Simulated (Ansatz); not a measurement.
## CO2: state-averaged CASSCF

Calculated in Ansatz's Gaussian-basis code. State-averaged CASSCF with equal weights; occupations are averaged over the states; levels count from the state that is lowest in CASSCF. Solutions may break the symmetry of the shape. The lowest solution met needn't be the lowest there is, nor hold the orbitals that a chemist would pick.

Geometry:

```xyz
3

O     0.0000    0.0000   -1.1593
C     0.0000    0.0000    0.0000
O     0.0000    0.0000    1.1593
```

Basis cc-pVDZ, nonrelativistic, 3 orbitals frozen in the corrections; active space CAS(8,6). Averaged: 2 singlets.

**Question.** Give the levels in order.

**Answer.** 

| state | CASSCF (eV) | SC-NEVPT2 (eV) |
| --- | --- | --- |
| singlet | 0.000 | 0.000 |
| singlet | 9.105 | 9.535 |

Occupations: 1.98, 1.97, 1.94, 1.49, 0.55, 0.07.
